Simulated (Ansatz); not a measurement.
Program: Ansatz. Geometries: PBE0-D4/def2-TZVP. ΔE: electronic, gas phase. CBS: MP2 limit from def2 TZ/QZ plus the TZ coupled-cluster correction, frozen cores. This one scheme is used for every species. Functionals use def2-TZVPP. B3LYP here is the variant with VWN-RPA as its local correlation; programs differ in this. Each species was taken in one conformer, which may not be the lowest.

`ClCC1=CN1` + H–F → `FC1=CN1` + `CCl`  (substitution at a C–C bond)

(1) Is it downhill or uphill in electronic energy at CCSD(T)/CBS, and by how much? (An estimate is asked.)

(2) What do these levels give: LDA (SPW92), r2SCAN-D4, r2SCAN0-D4, BLYP, PBE0, B3LYP, r2SCANh, RPA@PBE/def2-TZVPP, CCSD/def2-SVP, HF/def2-TZVPP, MP2/def2-TZVPP, HF/def2-QZVPP? (An estimate is asked.)

(3) What do rigid-rotor, harmonic-oscillator terms from PBE0-D4/def2-TZVP frequencies (298.15 K, 1 bar) make of the CCSD(T)/CBS value? (An estimate is asked.)

Largest T1 diagnostic among the species: 0.013.

## Answers

(1) The calculation gave: Uphill: ΔE = +19.6 kcal/mol.

(2) Ansatz gave: LDA (SPW92) 15.0, r2SCAN-D4 14.9, r2SCAN0-D4 16.3, BLYP 12.0, PBE0 15.4, B3LYP 13.6, r2SCANh 15.1, RPA@PBE/def2-TZVPP 16.3, CCSD/def2-SVP 15.0, HF/def2-TZVPP 14.5, MP2/def2-TZVPP 20.9, HF/def2-QZVPP 14.5 kcal/mol.

(3) Computed: ΔZPE = +0.6 kcal/mol, ΔH = +19.7 kcal/mol, ΔS = 15 J/(mol·K), ΔG = +18.6 kcal/mol.

From r2SCAN to r2SCAN0 (25 % exact exchange), in def2-TZVPP and without D4, ΔE moves by +1.4 kcal/mol. In def2-TZVPP, CCSD(T) changes the Hartree–Fock value by +3.7 kcal/mol (the triples alone add +0.2 kcal/mol) and MP2 by +6.5 kcal/mol.
